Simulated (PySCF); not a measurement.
Bond stretch in CH3Cl, SMILES CCl. The C1–Cl5 bond (C1 also carries H, H, H; Cl5 carries nothing else) is pulled apart rigidly from the PBE0/def2-TZVP optimised geometry.

UKS-CAM-B3LYP = unrestricted CAM-B3LYP/cc-pVDZ in PySCF 2.14.0; UKS-r2SCAN = unrestricted r2SCAN/cc-pVDZ (PySCF); UKS-LDA (SVWN5) = unrestricted LDA (SVWN5)/cc-pVDZ (PySCF).

Magnitude of the dipole moment (D; its direction can reverse along the curve, and a method can change to another solution) and Mulliken charge of the fragment that holds C1:

```csv
R / Å,μ UKS-CAM-B3LYP,q UKS-CAM-B3LYP,μ UKS-r2SCAN,q UKS-r2SCAN,μ UKS-LDA (SVWN5),q UKS-LDA (SVWN5)
1.43,1.18,0.07,1.20,0.09,1.18,0.06
1.49,1.30,0.09,1.33,0.11,1.30,0.08
1.59,1.50,0.11,1.54,0.13,1.49,0.10
1.66,1.65,0.13,1.69,0.15,1.62,0.11
1.71,1.76,0.14,1.81,0.16,1.72,0.12
1.77,1.90,0.15,1.95,0.17,1.84,0.13
1.84,2.07,0.16,2.12,0.18,1.99,0.14
1.87,2.14,0.17,2.19,0.18,2.05,0.14
1.96,2.37,0.18,2.42,0.20,2.25,0.16
2.05,2.61,0.20,2.64,0.21,2.45,0.17
2.18,2.97,0.22,2.98,0.23,2.73,0.19
2.41,3.61,0.26,3.55,0.26,3.24,0.22
2.69,3.70,0.24,3.98,0.26,3.79,0.24
2.96,3.10,0.17,3.72,0.22,4.27,0.25
3.21,2.51,0.12,3.41,0.18,4.42,0.25
3.53,1.78,0.07,3.04,0.15,4.35,0.22
3.91,1.13,0.03,2.68,0.11,4.28,0.20
4.35,0.77,0.01,2.37,0.09,4.27,0.18
4.75,0.66,0.00,2.19,0.07,4.33,0.16
5.35,0.61,0.00,2.07,0.06,4.53,0.15
6.26,0.60,0.00,2.14,0.05,4.97,0.14
```

The unrestricted determinant behind UKS-CAM-B3LYP, UKS-r2SCAN is spin-contaminated at 2.69 to 6.26 Å (<S²> up to 1.0, against 0.00 for a pure singlet). The unrestricted determinant behind UKS-LDA (SVWN5) is spin-contaminated at 3.21 to 6.26 Å (<S²> up to 0.9, against 0.00 for a pure singlet). At the longest distance UKS-LDA (SVWN5) leaves fractional charges on the fragments, a sign of delocalisation error or of the restricted form.
